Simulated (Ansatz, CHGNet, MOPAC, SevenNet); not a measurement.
# Voigt–Reuss–Hill bulk modulus of zinc-blende InAs: levels of theory against measurement

Reference value: 58 GPa (measured, temperature not stated, not corrected to a static lattice, from single-crystal Cij, sources range from 57.9 to 60.0; as tabulated in Råsander and Moram (2015), arXiv:1505.02379).

```tsv
level (code)	value (GPa)	cell (Å³/atom)
PM7 semi-empirical Hartree-Fock (MOPAC) (MOPAC)	87.4	27.83
CHGNet 0.3.0 (CHGNet)	35.6	29.60
CHGNet-r²SCAN (CHGNet)	50.9	28.53
SevenNet-0 (SevenNet)	40.2	29.66
r²SCANh (Ansatz)	(withheld)	28.24
```

Q: Complete the blanks.

A: 
- r²SCANh (Ansatz, an electronic-structure program), value (GPa): 60.4

Differences against the reference: PM7 semi-empirical Hartree-Fock (MOPAC) +51 %, CHGNet 0.3.0 -39 %, CHGNet-r²SCAN -12.2 %, SevenNet-0 -31 %, r²SCANh +4.1 %.

The reference's temperature isn't stated, so close values are not ranked against it. Off by more than 25 % (a bound picked here): PM7 semi-empirical Hartree-Fock (MOPAC) (+51 %), CHGNet 0.3.0 (-39 %), SevenNet-0 (-31 %).

The measured value isn't corrected to a static lattice, so vibrations enter the comparison. A static lattice is as a rule stiffer than a warm one, by over a tenth in soft solids.  PM7 semi-empirical Hartree-Fock (MOPAC): the method was fitted mainly to molecules. PM7 semi-empirical Hartree-Fock (MOPAC): the run uses a supercell at the zone centre in place of a k mesh. Each level is taken at its own relaxed cell. Ansatz's density-functional and Hartree–Fock values are scalar-relativistic unless marked +SOC, with PAW data made under PBE.

Machine-learned potentials (CHGNet 0.3.0, CHGNet-r²SCAN, SevenNet-0) are trained on DFT data, which may include these solids.

Differences are worked out from the printed values.
